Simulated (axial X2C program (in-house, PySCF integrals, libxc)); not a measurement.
**Working with the constants of AlCl**

A bond curve at the PBE0 level, non-relativistic, was computed with an axial X2C code built on PySCF integrals (basis Cl dyall-v3z [7s7p2d1f], Al dyall-v3z [8s7p2d1f] (cores contracted in-house)) for the state M_S = 0, Λ = 0 (closed shell). Its fit gives Re = 2.1541 Å, ωe = 471.8 cm⁻¹, ωexe = 2.05 cm⁻¹ and αe = 1.567e-03 cm⁻¹; the masses are 34.9689 and 26.9815 u. The Hamiltonian is X2C with the speed of light multiplied by 100, the non-relativistic limit, so these are model numbers and not those of the real molecule.

(1) Find the reduced mass, Be and the force constant.

(2) Estimate De from a Morse curve and compare with the computed well depth of 5.114 eV to Cl + Al.

(3) A Morse curve ties αe to the other constants (Pekeris). How well does that hold?

(4) Where do the fundamental and the first overtone lie?

(5) Give B0, the J = 1←0 line in GHz and the most populated J at 300 K (kT = 208.5 cm⁻¹).

The state is a single determinant with fixed occupations, the lowest that a limited PBE0 search found. Dissociation energies refer to the lowest single-determinant-based atoms at the same level and basis.

Results:

(1) From the PBE0 values: μ = 15.2301 u. Be = 16.8576/(μ Re²) = 0.2385 cm⁻¹. k = 5.8918×10⁻⁷ μ ωe² = 2 mdyn/Å.

(2) De(Morse) = ωe²/(4ωexe) = 3.366 eV against 5.114 eV computed, a ratio of 0.66. The extrapolation falls short: long-range attraction (ionic or ion–induced dipole) or a change of character along the curve can cause this.

(3) αe(Morse) = 6Be²/ωe × (√(ωexe/Be) − 1) = 1.398e-03 cm⁻¹; the PBE0 curve gives 1.567e-03 cm⁻¹, a ratio of 0.89.

(4) ν(1←0) = ωe − 2ωexe = 467.7 cm⁻¹; ν(2←0) = 2ωe − 6ωexe = 931.3 cm⁻¹.

(5) B0 = Be − αe/2 = 0.2378 cm⁻¹; 2B0 = 14.26 GHz; J(max) ≈ √(kT/2B0) − 1/2 = 20.4, so J = 20.
